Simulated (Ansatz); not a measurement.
Structural energy differences of gold

Theory: DFT, PBEsol, plane waves (420 eV) with PAW, scalar-relativistic (Ansatz 0.2.0). (PAW data from PBE, frozen cores regenerated.)

Each structure is relaxed within its own symmetry, so a high-lying one may be dynamically unstable.

| structure | ΔE (meV/atom) | V (Å³/atom) | cell | magnetic state |
| --- | --- | --- | --- | --- |
| fcc | 0 | 17.00 | a = 4.081 Å | spin not included |
| dhcp | 2 | 17.02 | a = 2.868 Å, c = 9.554 Å (c/a = 3.331) | spin not included |
| hcp | 6 | 17.02 | a = 2.864 Å, c = 4.790 Å (c/a = 1.672) | spin not included |
| bcc | 20 | 17.03 | a = 3.242 Å | spin not included |
| omega (AlB2-type) | 79 | 17.37 | a = 4.652 Å, c = 2.780 Å (c/a = 0.598) | spin not included |
| A15 | 146 | 17.58 | a = 5.200 Å | spin not included |
| simple cubic | 274 | 19.56 | a = 2.694 Å | spin not included |
| diamond | 943 | 27.33 | a = 6.024 Å | spin not included |

ΔE counts from fcc.

Differences under about 8 meV lie within the error of the k-point mesh.
